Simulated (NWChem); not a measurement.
System: phosphine (PH3); SMILES P

Program: NWChem. Pople sets run with spherical d functions. Geometry: optimised at PBE0/def2-SVP. Computed dipoles belong to the equilibrium geometry; the measured one is vibrationally averaged.

Measured dipole moment: 0.58 D (NIST CCCBDB, as tabulated in the package chemicals).

| level | dipole moment (D) | computed − measured |
|---|---|---|
| B3LYP/STO-3G | 0.60 | +0.02 |
| B3LYP/3-21G | 1.34 | +0.76 |
| B3LYP/6-31G* | 0.94 | +0.36 |
| B3LYP/6-31+G* | 0.86 | +0.28 |
| B3LYP/def2-SVP | 0.78 | +0.20 |
| B3LYP/def2-SVPD | 0.57 | -0.01 |
| B3LYP/def2-TZVP | 0.60 | +0.02 |
| B3LYP/6-311++G** | 0.80 | +0.22 |
| B3LYP/aug-cc-pVTZ | 0.56 | -0.02 |
